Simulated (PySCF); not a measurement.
Compound: C4H7FN (doublet state).
Atom-mapped SMILES: `[F:1][C@H:2]1[CH2:3][CH2:4][N:5][CH2:6]1` (hydrogens: H7 on C2; H8, H9 on C3; H10, H11 on C4; H12, H13 on C6)

Computed, not measured: PySCF, PBE0-D3(BJ)/def2-SVP geometry optimisation, gas phase.

(1) What internal coordinates does the optimisation give?

Results:

(1) 
```csv
bond,length (bohr),order
F1–C2,2.593,single
C2–C3,2.871,single
C3–C4,2.891,single
C4–N5,2.726,single
N5–C6,2.708,single
C2–C6,2.894,single
C2–H7,2.087,single
C3–H8,2.082,single
C3–H9,2.076,single
C4–H10,2.086,single
C4–H11,2.098,single
C6–H12,2.085,single
C6–H13,2.100,single
```

Orders are formal, as drawn. A selection of angles:
```csv
angle,degrees
F1–C2–C3,112.9
F1–C2–C6,111.9
F1–C2–H7,107.5
C3–C2–C6,102.2
C3–C2–H7,111.3
C6–C2–H7,111.1
C2–C3–C4,102.0
C2–C3–H8,107.6
C2–C3–H9,113.8
C4–C3–H8,111.0
C4–C3–H9,114.2
H8–C3–H9,108.0
C3–C4–N5,108.7
C3–C4–H10,114.1
C3–C4–H11,111.3
N5–C4–H10,110.1
N5–C4–H11,107.6
H10–C4–H11,104.8
C4–N5–C6,107.3
N5–C6–H12,110.9
N5–C6–H13,109.2
C2–C6–N5,108.6
C2–C6–H12,114.6
C2–C6–H13,107.7
H12–C6–H13,105.6
```

Dihedral angles: F1–C2–C3–C4 153° (antiperiplanar); C2–C3–C4–N5 -27° (synperiplanar); C3–C4–N5–C6 10° (synperiplanar); C4–N5–C6–C2 11° (synperiplanar); F1–C2–C6–N5 -149° (anticlinal).

The 5-membered ring C2–C3–C4–N5–C6 has internal angles of 102.0° to 108.7° (sum 529°, against 540° for a flat polygon); it is puckered, 0.15 Å rms from its mean plane, widest ring torsion 32°.

Point group: C1 (no symmetry element, even within 0.4 Å). Whether it is a minimum is left open (no frequencies). ⟨S²⟩ = 0.754 (exact for a doublet: 0.75).

One conformer stands for the species.
